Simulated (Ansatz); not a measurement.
# BNH6 (SMILES [BH3-][NH3+]), run twice

Aim: the energy of BNH6 at FIC-NEVPT4(SD)(8,8)/DZP (Dunning-Hay).

The calculation is run with Ansatz 0.2.0.

9 further runs of the same task are left out: 1 for a known fault of the program, 1 that didn't finish, 7 set aside as unsound or not needed.

## 1. The structure to begin with

The species is BNH6 (8 atoms), meant as a singlet with charge 0. SMILES: `[BH3-][NH3+]`. The coordinates come from a PBE0-D4/def2-TZVP relaxation.

Bond lengths: B1–N2 1.639 Å, B1–H3 1.212 Å, B1–H4 1.212 Å, B1–H5 1.212 Å, N2–H6 1.015 Å, N2–H7 1.015 Å, N2–H8 1.015 Å. Some angles: B1–N2–H6 110.9°, B1–N2–H7 110.9°, B1–N2–H8 110.9°, N2–B1–H3 105.3°, N2–B1–H4 105.3°, N2–B1–H5 105.3°, H6–N2–H7 108.0°, H6–N2–H8 108.0°, H7–N2–H8 108.0°, H3–B1–H4 113.3°.

## 2. The input as first written

File run.yaml:

```yaml
crystal:
  periodic: [true, true, true]
  atoms:
    - {symbol: B, position_ang: [-0.191300, 0.250800, -0.775400]}
    - {symbol: "N", position_ang: [0.206500, -0.255100, 0.731700]}
    - {symbol: H, position_ang: [-0.078200, -0.728400, -1.481000]}
    - {symbol: H, position_ang: [-1.332600, 0.649700, -0.687200]}
    - {symbol: H, position_ang: [0.604400, 1.126600, -1.038400]}
    - {symbol: H, position_ang: [0.140800, 0.507000, 1.398700]}
    - {symbol: H, position_ang: [1.156600, -0.611300, 0.755300]}
    - {symbol: H, position_ang: [-0.414000, -0.996500, 1.040500]}
basis:
  gaussian: {orbitals: DZP__Dunning-Hay_.json}
hamiltonian: {pseudopotentials: {relativity: none}}
correlation:
  method: fic_nevpt4_sd
  active_space: {window: {electrons: 8, orbitals: 8}}
accuracy: high
```

Command:

```sh
$ ansatz run run.yaml --threads 1 --pin off --max-ram 2610MiB --events-out events.jsonl --progress --plain --runs-dir runs
```

What it wrote:

```text
Error: YAML parse error: error: line 2 column 3: crystal: missing field `lattice` (a structure is typed as `lattice` and `atoms`, a molecule's as `atoms` in Å alone, or read from a run's directory, `checkpoint`)
 --> <input>:2:3
  |
1 | crystal:
2 |   periodic: [true, true, true]
  |   ^ crystal: missing field `lattice` (a structure is typed as `lattice` and `atoms`, a molecule's as `atoms` in Å alone, or read from a run's directory, `checkpoint`)
3 |   atoms:
4 |     - {symbol: B, position_ang: [-0.191300, 0.250800, -0.775400]}
  |
```

It took 0.02 s on 1 thread of Arm Neoverse V1, shared host.

## 3. What went wrong

The input was rejected.

The log says `Error: YAML parse error: error: line 2 column 3: crystal: missing field 'lattice'`. The cause is that the molecule is declared periodic without a cell. In place of `periodic: [true, true, true]` the sound input has `periodic: [false, false, false]`.

## 4. Try two

run.yaml: that of step 2 with these lines changed.

```diff
@@ -1,3 +1,3 @@
 crystal:
-  periodic: [true, true, true]
+  periodic: [false, false, false]
   atoms:
```

The basis set DZP (Dunning-Hay) is read from a file made from the Basis Set Exchange's data (not shown).

Command:

```sh
$ ansatz run run.yaml --threads 1 --pin off --max-ram 2610MiB --events-out events.jsonl --progress --plain --runs-dir runs
```

What it wrote:

```text
Warning: RAYON_NUM_THREADS=1 ignored (pool sized by the plan → 1); use --threads N
Functional definition: HF
  name "HF"
  exchange = exact_x
  correlation = 0
1425 factors; integrals over basis functions are off by at most 3.5e-9 eV
mean field evaluation 1: about -2247.0912 eV, gradient 2.3e1 eV
mean field evaluation 2: about -2247.0982 eV, gradient 2.3e1 eV
mean field evaluation 4: about -2248.5832 eV, gradient 2.3e0 eV
mean field evaluation 8: about -2248.5991 eV, gradient 4.7e-5 eV
mean field -2248.59909634 eV, -82.6344926353 hartree, gradient 5.7e-8 eV, S^2 0.000000; 0 other end points of the search recorded, 0 dependent functions left out
reference -2248.59909634 eV, -82.6344926353 hartree; 9, 9 occupied and 51, 51 virtual orbitals, 1425 factors
state -2251.40712457 eV, -82.7376857695 hartree
state -2251.40712457 eV, -82.7376857695 hartree; corrected -2257.52422020 eV, -82.9624848873 hartree
Total energy: -2257.52422020 eV, -82.9624848873 hartree
```

Wall time 9.9 s (1 thread of Arm Neoverse V1, shared host); peak memory 0.39 GiB.

## 5. Results

At FIC-NEVPT4(SD)(8,8)/DZP (Dunning-Hay):

| quantity | value |
| --- | --- |
| total energy | -82.96248 Eh |
